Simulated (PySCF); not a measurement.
# H6N2Si: the cost of one run

Programs: PySCF 2.14.0, with density-fitted response routines of our own. Each step states its level of theory. These are calculated values for one molecule in the gas phase, unless marked as measured. Atoms count from 0, in the outputs and in this text.

### 1 The molecule as given

9 atoms, charge 0, multiplicity 1; geometry from: GFN2-xTB. The atoms were then displaced at random by about 0.01 Å, so the start is not that level's minimum.

Bonds of the start (Å): N0–Si1 1.75, Si1–N2 1.74, N0–H3 0.98, N0–H4 1.00, Si1–H5 1.46, Si1–H6 1.47, N2–H7 0.97, N2–H8 0.98.

### 2 Geometry optimisation at PBE0-D3(BJ)/def2-SVP

The job: settings as JSON, then the geometry in Å.

```
{"job": {"xc": "PBE0", "basis": "def2-SVP", "d3": "d3bj", "grid": 1, "shake": 0.01, "kind": "geom"}, "charge": 0, "multiplicity": 1}
N      1.528360    -0.039850     0.236670
Si    -0.111450     0.578320     0.157400
N     -1.273250    -0.663140    -0.221260
H      1.744070    -0.746600     0.886920
H      2.008750    -0.185630    -0.633890
H     -0.475800     1.032570     1.498130
H     -0.027650     1.670510    -0.822080
H     -2.217780    -0.450630    -0.113520
H     -1.117430    -1.212690    -1.022100
```

On the command line:

```sh
OMP_NUM_THREADS=1 python probes_run.py task.json out
```

One launch serves the whole session: the jobs run in the order shown.

Q: Estimate the wall time and peak memory of this first job on 1 thread of Arm Neoverse V1, shared host.

About 30 s, with a peak of 0.33 GiB.
